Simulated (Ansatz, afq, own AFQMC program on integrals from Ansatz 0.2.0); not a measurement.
**CHSi, quartet: AFQMC among the cluster methods**

```xyz
3

Si    0.0000   -0.0132    3.0056
C     0.0000   -0.3602   -1.0958
H     0.0000    0.3734   -1.9098
```

Connectivity, by distances: Si ··· CH.

Basis cc-pVDZ. Noble-gas cores (and the filled d shells of Ga–Kr and In–Xe) are frozen. AFQMC by an in-house program on the Cholesky factors that Ansatz 0.2.0 writes for its CCSD(T) run. ph-AFQMC/CISD is guided by a CISD state made of CCSD amplitudes; releasing the constraint for a short imaginary time cuts its bias at the price of noise, slowly where states lie close. Error bars are statistical, one sigma.

Determinant: ROHF, the one that the program's search chose, which needn't be the lowest solution. The geometry is a point of a scan.

No full CI on the walks' own integrals is used here; CCSDT(Q) serves as the reference and is uncertain by about the last step of the cluster series.

Cautions: lower spins were not checked; higher spins were not checked; a spin-contaminated unrestricted determinant lies lower (UHF 281 meV lower, ⟨S²⟩ 4.09).

- T1 diagnostic: 0.0188
- weight of the determinant in the CISD state: 0.881
- size of the correlated space: 9 electrons in 31 orbitals

Reference: CCSDT(Q), correlation energy -4.901 eV. The released energy is read at 1.62 1/Eh, later times being too noisy (meV from the phaseless value at times in 1/Eh: -10 ± 8 at 0.24, -23 ± 9 at 0.51, -9 ± 13 at 0.99, -5 ± 12 at 1.62, -28 ± 16 at 2.40).

```
         level  E − E(reference) (kJ/mol)  share of correlation (%)
            HF                      472.9                      0.00
           MP2                      127.5                     73.04
          CCSD                       10.8                     97.72
       CCSD(T)                        2.9                     99.39
         CCSDT                        0.3                     99.93
   ph-AFQMC/HF                 18.1 ± 5.6                     96.18
 ph-AFQMC/CISD                  3.2 ± 0.7                     99.32
released AFQMC                  2.7 ± 1.2                     99.43
```

A walk keeps the symmetry of its determinant, which the program's search chose and which needn't be the lowest solution, so a lower state of the same spin and another symmetry isn't excluded. Released energies are given only where the last usable release times agree within the noise; a slower fall can still hide under it.
